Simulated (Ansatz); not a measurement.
# FH2SSi− (SMILES F[SiH2][S-]): one structure at several levels

One table from this session's results is given with a row withheld; the runs are named, their logs left out.

Computed with Ansatz 0.2.0, Gaussian basis. Level: single points in def2-TZVPPD.

Correlated methods freeze the cores.

### Where the work starts

5 atoms, charge -1, spin multiplicity 1.

Atoms are counted from 1 here; the program's logs count them from 0.

Bond lengths: F1–Si2 1.708 Å, Si2–S3 2.054 Å, Si2–H4 1.590 Å, Si2–H5 1.463 Å. Angles: F1–Si2–S3 116.2°, F1–Si2–H4 102.3°, F1–Si2–H5 99.5°, S3–Si2–H4 106.9°, S3–Si2–H5 125.3°, H4–Si2–H5 104.0°.

As a file:

```xyz
5
FH2SSi
F    -0.32138   -0.12787    1.55209
Si    0.15938    0.10312   -0.07029
S    -1.15642    1.12658   -1.26967
H     0.22220   -1.38742   -0.61933
H     1.56131    0.46094    0.14303
```

The first run:

run/in.yaml reads:

```yaml
crystal:
  periodic: [false, false, false]
  atoms:
    - {symbol: F, position_ang: [-0.321376, -0.127874, 1.552090]}
    - {symbol: Si, position_ang: [0.159378, 0.103121, -0.070287]}
    - {symbol: S, position_ang: [-1.156416, 1.126579, -1.269671]}
    - {symbol: H, position_ang: [0.222200, -1.387419, -0.619328]}
    - {symbol: H, position_ang: [1.561312, 0.460940, 0.143029]}
basis:
  gaussian: {orbitals: "def2-TZVPPD.json"}
total_charge: -1
hamiltonian: {xc: pbe, dispersion: d4}
output: {forces: true}
```

The basis file named in the input lies beside it (Basis Set Exchange, JSON).

Run with:

```
ansatz run in.yaml --threads 2 --pin off --events-out ev --progress --plain --max-ram 3481MiB
```

Steps of the session up to this table: PBE-D4/def2-TZVPPD; r2SCAN-D4/def2-TZVPPD; PBE0-D4/def2-TZVPPD; wB97M-V/def2-TZVPPD; CCSD(T)/def2-TZVPPD.

One table of the session follows, with a row left open; its other results are not shown here.

| method | RMS force component (eV/Å) | angle to CCSD(T) forces (°) |
| --- | --- | --- |
| PBE-D4 | 0.731 | 14.0 |
| r2SCAN-D4 | 0.842 | 5.5 |
| PBE0-D4 | ? | ? |
| wB97M-V | 0.837 | 5.5 |
| CCSD(T) | 0.845 | reference |

**Question.** Estimate the row for PBE0-D4.

**Answer.** RMS force component (eV/Å): 0.855; angle to CCSD(T) forces (°): 6.2. In the column «RMS force component (eV/Å)» it is the highest.
